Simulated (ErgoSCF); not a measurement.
# CH5B (BH2Me): levels of theory compared

Aim: a comparison of 5 runs (HF/def2-SVP, PBE/6-31G, B3LYP/6-31G*, PBE0/def2-SVP, SVWN5/def2-SVP) of CH5B (BH2Me). 

The results are computed with ErgoSCF 3.8.

### 1 The system as given

The species is CH5B (7 atoms), meant as a singlet with charge 0. As SMILES, `[H]B([H])C`. The coordinates come from a GFN2-xTB relaxation.

Bond lengths: B1–C4 1.565 Å, B1–H2 1.170 Å, B1–H3 1.170 Å, C4–H5 1.093 Å, C4–H6 1.087 Å, C4–H7 1.088 Å. Angles: B1–C4–H5 107.0°, B1–C4–H6 114.5°, B1–C4–H7 113.9°, H2–B1–C4 120.0°, H3–B1–C4 120.6°, H5–C4–H6 106.4°, H5–C4–H7 105.8°, H6–C4–H7 108.6°, H2–B1–H3 119.4°.

### 2 The energy at HF/def2-SVP (run 1)

ergo.in

```
# HF on CH5B
set_nthreads("env")
molecule_inline
B    0.84062577   1.47606508   0.01182969
H    3.05179431   1.47837054   0.01698864
H   -0.24505968   3.39791654  -0.11601029
C   -0.63714006  -1.08464610   0.07505992
H   -0.76647292  -1.75627367  -1.87298315
H   -2.56679610  -0.93779549   0.76628394
H    0.32304868  -2.57363691   1.11881235
EOF
scf.output_mulliken_pop = 1
charge = 0
scf.use_diagonalization = 1
tmpdir = "."
scf.max_number_of_iterations = 120
basis = "def2-SVP"
run "HF"
```

The basis set def2-SVP is read from a file made from the Basis Set Exchange's data (not shown).

On the command line:

```sh
$ ergo ergo.in
```

Log:

```text
[...]
INSC SCF_general constructor, number of basis functions: 53
[...]
INSC Energy   1 =        -15.61072715606
[...]
INDE E_LUMO =          0.09337443951
[...]
INSC Energy  13 =        -65.39509572843  ( diff     -0.000000000000568 )
[...]
RESC CONVERGED after  13 iterations.
RESC FINAL ENERGY:        -65.39509572843
[...]
INSC SCF: dipole_moment_x [atomic units] =      -0.08259524
INSC SCF: dipole_moment_y [atomic units] =      -0.15843971
INSC SCF: dipole_moment_z [atomic units] =      -0.02449110
[...]
```

Wall time 4.5 s (1 thread of Arm Neoverse V2, shared host); peak memory 0.26 GiB.

### 3 A single-point energy at PBE/6-31G (run 2)

input.xyz

```xyz
7

B      0.444840     0.781100     0.006260
H      1.614940     0.782320     0.008990
H     -0.129680     1.798100    -0.061390
C     -0.337160    -0.573970     0.039720
H     -0.405600    -0.929380    -0.991140
H     -1.358290    -0.496260     0.405500
H      0.170950    -1.361910     0.592050
```

job.ego

```
set_nthreads("env")
scf.max_number_of_iterations = 120
XC.sparse_mode = 0
basis = "6-31G"
scf.use_diagonalization = 1
tmpdir = "."
XC.radint = 1e-11
XC.angint = 41
scf.output_mulliken_pop = 1
molecule "input.xyz"
run "PBE"
```

The basis set 6-31G is read from a file made from the Basis Set Exchange's data (not shown).

On the command line:

```sh
$ ergo job.ego
```

Log:

```text
[...]
INDF Weighted mixed functional:
[...]
INSC Energy   1 =        -36.86601779696
[...]
INDE E_LUMO =         -0.07163505309
[...]
INSC Energy  13 =        -65.80652178574  ( diff     -0.000000000000654 )
[...]
RESC CONVERGED after  13 iterations.
RESC FINAL ENERGY:        -65.80652178574
[...]
INSC SCF: dipole_moment_x [atomic units] =      -0.13361946
INSC SCF: dipole_moment_y [atomic units] =      -0.25925287
INSC SCF: dipole_moment_z [atomic units] =      -0.05470446
[...]
```

It took 2.2 s on 1 thread of Arm Neoverse V2, shared host; peak memory 0.26 GiB.

Runs 3 to 4 aren't shown in full; the table further down has their settings and results.

### 4 The energy at SVWN5/def2-SVP (run 5)

ergo.in

```
# single point, CH5B
set_nthreads(1)
molecule_inline Angstrom
B  0.444840 0.781100 0.006260
H  1.614940 0.782320 0.008990
H  -0.129680 1.798100 -0.061390
C  -0.337160 -0.573970 0.039720
H  -0.405600 -0.929380 -0.991140
H  -1.358290 -0.496260 0.405500
H  0.170950 -1.361910 0.592050
EOF
tmpdir = "."
scf.max_number_of_iterations = 120
XC.sparse_mode = 0
XC.radint = 1e-11
basis = "def2-SVP"
scf.use_diagonalization = 1
XC.angint = 41
scf.output_mulliken_pop = 1
run "SVWN5"
```

The basis set def2-SVP is read from a file made from the Basis Set Exchange's data (not shown).

On the command line:

```sh
$ ergo < ergo.in
```

Log:

```text
[...]
INSC SCF_general constructor, number of basis functions: 53
[...]
INSC Energy   1 =        -19.20054026271
[...]
INDE E_LUMO =         -0.09124176526
[...]
INSC Energy  13 =        -65.17467091755  ( diff     -0.000000000013245 )
[...]
RESC CONVERGED after  13 iterations.
RESC FINAL ENERGY:        -65.17467091755
[...]
INSC SCF: dipole_moment_x [atomic units] =      -0.15065487
INSC SCF: dipole_moment_y [atomic units] =      -0.28776145
INSC SCF: dipole_moment_z [atomic units] =      -0.04901665
[...]
```

Wall time 3.9 s (1 thread of Arm Neoverse V2, shared host); peak memory 0.26 GiB.

### 5 Overview of the runs

```tsv
run	level	integration grid	radint	energy (Eh)	dipole moment (D)	wall time
1	HF/def2-SVP	–	–	-65.395096	0.46	4.5 s
2	PBE/6-31G	Turbo	1e-11	-65.806522	0.75	2.2 s
3	B3LYP/6-31G* (spherical functions)	Turbo	1e-11	-65.944380	0.63	4.2 s
4	PBE0/def2-SVP	Turbo	1e-11	-65.792934	0.67	6.3 s
5	SVWN5/def2-SVP	Turbo	1e-11	-65.174671	0.83	3.9 s
```

### 6 What came out

| quantity | value |
| --- | --- |
| run 5: total energy | -65.17467 Eh |
| run 5: dipole moment | 0.83 D |

What this shows: The dipole moment (its size) runs from 0.46 D (HF/def2-SVP) to 0.83 D (SVWN5/def2-SVP). Totals of different functionals can't be ranked against each other. All runs together took 21 s, the longest 6.3 s.
